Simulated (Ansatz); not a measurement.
A made-up structure of CH₃SSi, doublet:

C1  (-0.722, -0.103, -0.659)
Si2  (0.590, 0.157, 0.544)
S3  (1.643, -1.270, 1.371)
H4  (-1.288, 0.714, -1.096)
H5  (1.764, -1.956, 2.539)
H6  (0.772, 1.601, 0.831)
(Å)

It is relaxed with PBE-D4/def2-SVP and then PBE0-D4/def2-TZVP (Ansatz 0.2.0). Atoms count as bonded within 1.22 times the sum of their covalent radii (H–H: 0.88 Å). The end point is not checked to be a true minimum.

(1) Does its bonding change? (A judgement: the text doesn't fix the answer.)

## Answers

(1) By the calculation: No: no bond forms or breaks.

Where it ends: The first stage lowers the energy by 1.53 eV in 15 steps. It ends as CH₃SSi ([CH][SiH][SH]):
```xyz
6
angstrom
C -0.6320 0.2853 -0.6084
Si 0.4538 0.1295 0.6387
S 1.3037 -1.7081 1.2489
H -1.3267 0.2993 -1.4247
H 2.0221 -1.1256 2.2242
H 0.9371 1.2635 1.4501
```

Labels in which every atom is bracketed show which atoms are joined, not bond orders.

For scale, one of the runs: PBE0-D4/def2-TZVP relaxation, 123 basis functions, launched by `ansatz run in.yaml --threads 2 --pin off --events-out ev --progress --plain --max-ram 4352MiB`. Hardware: 2 CPU threads of an Intel Xeon 6975P-C, shared host. Wall time about 25 s.
